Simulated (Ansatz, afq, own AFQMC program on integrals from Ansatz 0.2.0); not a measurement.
# NaH₂− (singlet): quantum Monte Carlo beside coupled cluster at distance Na1–H2 = 3.326 Å, aug-cc-pVDZ

An exercise on one series of results from a longer session: the logs are not shown, and one member is left open.

Method: aug-cc-pVDZ, frozen cores; program: Ansatz 0.2.0, Gaussian basis, and an in-house AFQMC program (afq) on its integrals; all values are calculated.

The runs, in order: Full CI; PBE (unrestricted); CCSD(T) on RHF; r2SCAN (unrestricted); PBE0 (unrestricted); B3LYP (unrestricted); wB97M-V (unrestricted); Full CI; B2PLYP (unrestricted); CCSDT(Q) on RHF; Phaseless AFQMC, CISD trial on RHF; UHF; CCSD(T) on UHF; Full CI; CCSDT(Q) on UHF; Phaseless AFQMC, CISD trial on UHF.

**What is computed**

The geometry derives from a PBE0/def2-TZVPD stationary point (not a proven minimum). One bond is set to the value named and the two fragments are kept rigid.

3 atoms, charge -1, spin multiplicity 1.

Atoms are counted from 1 here; the program's logs count them from 0.

Bond lengths: Na1–H3 2.066 Å.

The first run:

in.yaml reads:

```yaml
crystal:
  periodic: [false, false, false]
  atoms:
    - {symbol: Na, position_ang: [0.000000, 0.000000, 0.420080]}
    - {symbol: H, position_ang: [0.000000, 0.000000, -2.905920]}
    - {symbol: H, position_ang: [0.000000, 0.000000, 2.485840]}
basis:
  gaussian: {orbitals: aug-cc-pVDZ}
total_charge: -1
correlation: {method: fci, electrons: outside_noble_gas}
```

Command:

```
> ansatz run in.yaml --threads 1 --pin off --events-out ev --progress --plain --max-ram 24576MiB --backend cuda --devices 0, --max-vram 18GiB
```

Steps of the session up to this table: Full CI; PBE (unrestricted); CCSD(T) on RHF; r2SCAN (unrestricted); PBE0 (unrestricted); B3LYP (unrestricted); wB97M-V (unrestricted); B2PLYP (unrestricted); CCSDT(Q) on RHF; Phaseless AFQMC, CISD trial on RHF; UHF; CCSD(T) on UHF; CCSDT(Q) on UHF; Phaseless AFQMC, CISD trial on UHF.

One of the session's tables, all rows but one given; the rest of the session is left out.

It belongs to the step «AFQMC on the ladder». On the RHF determinant, counted from full CI (exact for this spin and basis):

```
                                                level  from full CI (meV)
                                                   HF             +1958.0
                                                  MP2              +592.6
                                                 CCSD                +7.8
                                              CCSD(T)                   ?
                                             CCSDT(Q)                +0.2
                                              full CI                 0.0
Phaseless AFQMC, CISD trial, step 0.005, 4000 walkers                +1.3
```

Estimate the missing values for CCSD(T).

**Answer.** from full CI (meV): +3.1. In the column «from full CI (meV)» it lies between Phaseless AFQMC, CISD trial, step 0.005, 4000 walkers (+1.3) and CCSD (+7.8).

Limits of these values: On RHF the phaseless walk with the CISD trial lies +1.3 meV from full CI, within three error bars. On UHF the phaseless walk with the CISD trial lies +1.2 meV from CCSDT(Q), within three error bars. The anion's highest level is positive in at least one run, so there the basis alone may hold the extra electron.
